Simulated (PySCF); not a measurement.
# Molecular orbitals of MgF

ωB97X at R = 1.766 Å; PySCF, spin-free X2C with a Gaussian nucleus, basis sets Mg x2c-TZVPPall, F x2c-TZVPPall. State: ²Σ⁺ (doublet), unpaired electrons σ ↑. Only the outer orbitals are listed, counted within each symmetry.

```
spin  orbital  occ.  ε (eV)  on Mg (%)            main shells (%)
   α       1π     1  -53.96        100                   100 Mg p
   α       1π     1  -53.96        100                   100 Mg p
   α       4σ     1  -53.84        100                   100 Mg p
   α       5σ     1  -32.25          3                     96 F s
   α       6σ     1  -12.95         10                     89 F p
   α       2π     1  -12.14          5                     95 F p
   α       2π     1  -12.14          5                     95 F p
   α       7σ     1   -7.61         97           77 Mg s, 20 Mg p
   α       3π     0    0.97         99                    92 Mg p
   α       3π     0    0.97         99                    92 Mg p
   α       8σ     0    2.33        101  61 Mg p, 24 Mg d, 16 Mg s
   β       1π     1  -53.92        100                   100 Mg p
   β       1π     1  -53.92        100                   100 Mg p
   β       4σ     1  -53.76        100                   100 Mg p
   β       5σ     1  -32.17          3                     96 F s
   β       6σ     1  -12.75          9                     90 F p
   β       2π     1  -12.11          5                     95 F p
   β       2π     1  -12.11          5                     95 F p
   β       7σ     0    1.12        103                    93 Mg s
   β       3π     0    3.48        102                    94 Mg p
   β       3π     0    3.48        102                    94 Mg p
```

Task: Which are the highest filled and the lowest empty level, where do they sit, and how wide is the gap?

Result: Highest filled α 7σ at -7.61 eV (in %: 77 Mg s, 20 Mg p); lowest empty α 3π at 0.97 eV (in %: 92 Mg p); the gap at ωB97X is 8.58 eV. An empty level above zero is unbound, and its energy depends on the basis.

- bond order (Mayer): 0.73
- ⟨S²⟩: 0.751
- charge on Mg (Mulliken, basis-dependent): 0.59
- charge on Mg (Löwdin, basis-dependent): 0.39
- dipole moment (positive dipole means Mg(−)F(+)): -3.10 D

Shares are Mulliken populations and can fall outside 0 to 100 %.

The state was picked by a PBE0 search and need not be the measured ground state.
